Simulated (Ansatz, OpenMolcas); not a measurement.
## Worked example: the enthalpy of formation of N2H4 (hydrazine)

The species is N2H4 (6 atoms), meant as a singlet with charge 0. As SMILES, `NN`. The shape is that of a PBE0-D4/def2-TZVP optimisation. This is one conformer, not always the lowest.

Total energies at revPBE/cc-pVTZ (OpenMolcas 26.06); the atoms run unrestricted:

| species | state | energy (Eh) |
| --- | --- | --- |
| N2H4 | singlet | -111.878499 |
| N | quartet | -54.585092 |
| H | doublet | -0.504126 |

Harmonic wavenumbers at PBE0-D4/def2-TZVP, in cm⁻¹: 466, 810, 972, 1152, 1305, 1337, 1681, 1695, 3488, 3495, 3593, 3599.

Measured heats of formation of the gaseous atoms at 298.15 K, in kJ/mol: N 472.4, H 218.0. Take 1 Eh = 2625.50 kJ/mol, 1 cm⁻¹ = 0.0119627 kJ/mol, RT = 2.479 kJ/mol.

Problem. Work out the heat of formation of the gas at 298 K.

Solution. 
1. Electronic atomisation energy: 2 × (-54.585092) + 4 × (-0.504126) − (-111.878499) = 0.691811 Eh = 1816.3 kJ/mol.
2. Zero-point energy: half the sum of the wavenumbers, 11796.5 cm⁻¹ = 141.1 kJ/mol.
3. Thermal vibrational enthalpy, Σ hcν̃/(exp(hcν̃/kT) − 1): 1.1 kJ/mol. Translation, rotation and pV of a non-linear molecule: 4 RT = 9.9 kJ/mol.
4. The 6 free atoms carry 5/2 RT each: 37.2 kJ/mol.
5. Atomisation enthalpy at 298 K: 1816.3 − 141.1 − 1.1 − 9.9 + 37.2 = 1701.4 kJ/mol.
6. Sum of the atoms' heats of formation: 1816.8 kJ/mol. Heat of formation: 1816.8 − 1701.4 = +115.4 kJ/mol.

The tabulated value is +95.5 kJ/mol (Active Thermochemical Tables), so this level is off by +19.9 kJ/mol, or 1.2 % of the atomisation enthalpy. Anharmonicity and any spin-orbit splitting of the molecule are left out.
